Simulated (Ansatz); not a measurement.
Input for Ansatz (development build ahead of 0.2.0):

```yaml
crystal:
  periodic: [false, false, false]
  atoms:
    - { symbol: S, position_ang: [0.0008, -0.00672, -0.94462] }
    - { symbol: S, position_ang: [-0.0017, 0.00711, 0.95881] }
basis:
  gaussian: { orbitals: STO-3G }
magnetization:
  spin_polarized: true
  initial_magnetization: 2
hamiltonian:
  xc: hf
correlation:
  method: mp2
  frozen_orbitals: { S: 5 }
```

The input is written out in the form of the current development build from the run's settings.

The run gave:

```
Converged                       : yes
Reference energy                : -786.32381 hartree
Correlation energy              : -0.03942 hartree
Total energy                    : -786.36323 hartree
Spin squared of the determinant : 2.003
```
